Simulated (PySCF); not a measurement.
H4N2Si: core ionisation energies

Species: Si(NH2)2.
Cartesian coordinates in Å at the PBE0-D3(BJ)/def2-SVP level; atoms count from 1:
```
atom  x, y, z in Å
Si1    0.011    0.867   -0.749
N2     1.323    0.004   -0.029
H3     2.281    0.240   -0.260
H4     1.276   -0.767    0.632
N5    -1.322    0.050   -0.014
H6    -2.274    0.323   -0.230
H7    -1.296   -0.718    0.650
```

Computed with PySCF, delta-SCF UKS SCAN, pcX-2 on the ionised atom, pcseg-1 elsewhere, spin-free X2C. Each binding energy is the total energy of the core-ionised species, with the hole localised on one atom, minus that of the ground state; both are solved self-consistently, so orbital relaxation is included.

List the computed XPS lines with their assignment.

```json
{"atom(s)": "Si1", "environment": "silicon bonded to 2 N", "level": "Si 2p3/2", "binding energy (eV)": "106.56", "2p1/2 (eV)": "107.19", "count": "1"}
{"atom(s)": "Si1", "environment": "silicon bonded to 2 N", "level": "Si 1s", "binding energy (eV)": "1846.55", "2p1/2 (eV)": "–", "count": "1"}
{"atom(s)": "N2/N5", "environment": "nitrogen bonded to Si and 2 H", "level": "N 1s", "binding energy (eV)": "404.55", "2p1/2 (eV)": "–", "count": "2"}
```

Which effective nuclear charge Zeff reproduces each element's mean 1s value in the hydrogen-like formula E = 13.606 eV × Zeff²?

N (Z = 7): mean 404.5 eV, Zeff = 5.45, Z − Zeff = 1.55; Si (Z = 14): mean 1846.5 eV, Zeff = 11.65, Z − Zeff = 2.35. Means run over the listed sites, weighted by atom count.

Which photon wavelength matches the Si 2p3/2 of Si1 threshold?

λ = hc/E = 12398.42 eV Å / 106.56 eV = 116.352 Å.

The first atom of each set that the bonding makes equivalent was ionised and stands for the set. The 2p values add to the ΔSCF energy of one spin-free hole a correction within the shell (spin–orbit coupling, ligand field). 2p1/2 minus 2p3/2 (ligand field included): Si 0.63 eV. Geometry: PBE0-D3(BJ)/def2-SVP, one conformer, isolated molecule.

On one thread, Arm Neoverse V2, shared host, this took 5.2 s of wall time.
